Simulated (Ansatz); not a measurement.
Relaxed structures of SiH3SO (charge +1), singlet (PBE0-D4/def2-TZVP; forces vanish, vibrations not checked; lower isomers may exist, and structures with a doubtful reference or unclear bonds are left out; Å). Program: Ansatz 0.2.0. Basis: def2-TZVPP. Cores are frozen in the correlated methods.

Task: Rank them by CCSD(T) energy, lowest first, and give each one's height above the lowest. Links in brackets join atoms within 1.22 times the sum of their covalent radii (1.1 for two metals). (Judge from chemistry; the value comes from the calculation.)
A.
SiH₃SO ([OH][SiH][SH]), total charge +1
```
6
angstrom
O -1.1806 -0.2308 -0.5101
Si 0.1258 -0.2377 0.3626
S 1.1662 -1.9388 0.7682
H -1.6456 -0.9543 -0.9448
H 2.0724 -1.2430 1.4932
H 0.5122 1.0898 0.8476
```
B.
SiH₃SO ([OH2][SiH][S]), total charge +1
```
6
angstrom
O -1.0695 -0.6358 -0.1638
Si 0.3142 0.1803 0.6752
S 1.3948 -0.9498 1.7481
H -1.7305 -0.2315 -0.7523
H -1.2090 -1.5919 -0.0418
H 0.0771 1.5423 0.1763
```
C.
SiH₃SO ([OH]1[SiH2][S]1), total charge +1
```
6
angstrom
O -0.7479 -0.7975 0.0036
Si 0.3166 0.6326 0.1653
S 0.8725 -1.3213 0.6383
H -0.9226 -1.1780 -0.8773
H 0.6769 1.1591 -1.1578
H -0.1955 1.5050 1.2279
```

Result: Computed: A (0.0 kJ/mol), B (98.3 kJ/mol), C (239.4 kJ/mol). Heights count from the lowest.

No T1 diagnostic of these runs exceeds 0.016.

For scale, one of the runs: CCSD(T)/def2-TZVPP, 157 basis functions, launched by `ansatz run in.yaml --threads 2 --pin off --events-out ev --progress --plain --max-ram 4352MiB`. Hardware: 2 CPU threads of an Arm Neoverse V1, shared host. Wall time 17 s; peak host memory 1 GiB.
